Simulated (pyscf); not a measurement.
PySCF, gas phase, ωB97X-D3(BJ)/def2-SVP geometries.

SMILES: C=CC(=O)C=C
```xyz
12

C      1.8915    -0.6126    -1.0143
C      1.3446     0.1660    -0.0769
C      0.0912     0.9366    -0.3612
O     -0.4645     0.8762    -1.4402
C     -0.4417     1.7857     0.7527
C     -1.5530     2.5075     0.5855
H      1.4155    -0.6850    -1.9978
H      2.8056    -1.1846    -0.8316
H      1.7933     0.2625     0.9175
H      0.1068     1.7942     1.7006
H     -1.9620     3.1349     1.3826
H     -2.0756     2.4749    -0.3762
```
Charge 0, spin multiplicity 1.

Question: How much does it cost (ΔH, 298 K, ωB97M-D3(BJ)/def2-TZVP) to split H₂C=CH–C(=O)–CH=CH₂ (SMILES C=CC(=O)C=C) at its C–C bond into •H₂C–CH=C=O + •HC=CH₂?

Answer: C–C to •H₂C–CH=C=O + •HC=CH₂: 384.4 kJ/mol. The 7 functionals that were run give +344.5 (r²SCAN) to +387.6 kJ/mol (ωB97X-D3(BJ)). The radicals are drawn with the spin at the cut bond; how far it spreads was not checked. H₂C=CH–C(=O)–CH=CH₂ lies 38.5 kJ/mol over its isomer cyclic C₅H₆O (SMILES OC1=CCC=C1), and others may lie lower still (electronic energy, ωB97M-D3(BJ)). Other isomers of •H₂C–CH=C=O, •HC=CH₂ were not searched in full and may lie lower.
